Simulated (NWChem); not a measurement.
System: isobutene (C$_{4}$H$_{8}$); SMILES C=C(C)C

All runs: NWChem. Medium grid unless said otherwise, to which SCAN and Minnesota functionals are sensitive. The geometry was optimised at PBE0/def2-SVP. Total energies of different functionals are on different scales.

```csv
level,energy (Ha),highest occupied level (eV),orbital gap (eV),dipole (D)
PBE/def2-TZVP,-157.0527,-5.91,5.38,0.58
B3LYP/def2-TZVP,-157.2906,___,___,0.56
M06-2X/def2-TZVP,-157.1958,-8.23,9.62,0.54
CAM-B3LYP/def2-TZVP,-157.1842,-8.34,9.96,0.57
PBE0/def2-TZVP,-157.0799,-7.02,7.51,0.57
PW6B95/def2-TZVP,-157.4809,-7.12,7.67,0.55
```

Question: Complete the blanks.

Answer: 
- B3LYP/def2-TZVP, highest occupied level (eV): -6.81
- B3LYP/def2-TZVP, orbital gap (eV): 7.05
